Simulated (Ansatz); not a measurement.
Run this with the Ansatz DFT code, driven from Python and show what comes out.

`scan_c2h4s2.py`:
```python
import ansatz
from ase import Atoms
import numpy as np

BASIS = "def2-SVP"
FUNCTIONAL = "r2SCAN"


def main() -> None:
    atoms = Atoms(["C", "S", "C", "S", "H", "H", "H", "H"], positions=[
        [0.2684, 0.8524, 0.8389],
        [0.1435, 0.6593, -0.9615],
        [-0.3026, -1.0441, -1.021],
        [-0.4091, -1.859, -2.4494],
        [-0.747, 0.6653, 1.2635],
        [0.4753, 1.953, 1.0455],
        [1.0104, 0.252, 1.2702],
        [-0.3468, -1.5361, -0.042],
    ])
    c2h4s2 = ansatz.Crystal.molecule_from_ase(atoms)

    symbols = [site.symbol for site in c2h4s2.cartesian_sites]
    start = np.array([site.position_ang for site in c2h4s2.cartesian_sites])
    axis = (start[5] - start[0]) / np.linalg.norm(start[5] - start[0])
    moving = [5]
    lengths, energies = [0.97, 1.05, 1.14, 1.25, 1.42, 1.71, 2.05, 2.51], []
    for length in lengths:
        xyz = start.copy()
        xyz[moving] += (length - np.linalg.norm(start[5] - start[0])) * axis
        point = ansatz.Crystal.molecule()
        for symbol, place in zip(symbols, xyz):
            point = point.atom(symbol, place.tolist())
        setup = (
            point.calculation()
            .basis(gaussian=BASIS)
            .functional(FUNCTIONAL)
            .spin("collinear")
        )
        report = setup.run(threads=1, pin="off").report
        energies.append(report["free_energy_ev"])
        print(f"r = {length:6.3f} A  E = {energies[-1]:.5f} eV  <S^2> = {abs(report['mean_field']['state']['spin_squared']):.3f}")

    print("energy above the lowest point (eV):", [round(e - min(energies), 3) for e in energies])


if __name__ == "__main__":
    main()
```

```console
$ python scan_c2h4s2.py
r =  0.970 A  E = -23797.83010 eV  <S^2> = 0.000
r =  1.050 A  E = -23798.15149 eV  <S^2> = 0.000
r =  1.140 A  E = -23798.17186 eV  <S^2> = 0.000
r =  1.250 A  E = -23797.90846 eV  <S^2> = 0.000
r =  1.420 A  E = -23797.20870 eV  <S^2> = 0.000
r =  1.710 A  E = -23795.84446 eV  <S^2> = 0.000
r =  2.050 A  E = -23794.50938 eV  <S^2> = 0.284
r =  2.510 A  E = -23793.75665 eV  <S^2> = 0.755
energy above the lowest point (eV): [0.342, 0.02, 0.0, 0.263, 0.963, 2.327, 3.662, 4.415]
```

Caveats:
- Total energies depend on the basis set; only differences at equal settings carry meaning.
- The rest of the molecule is held rigid at a force-field or estimated start geometry, and the basis set is modest; single-reference methods fail as a bond breaks.
- The expectation value of S² is noticeably off S(S+1) in at least one run, so that state is spin-contaminated.
- Wall time of the script: 110 s on 1 thread of Arm Neoverse V1 (shared host), peak memory 0.3 GiB.
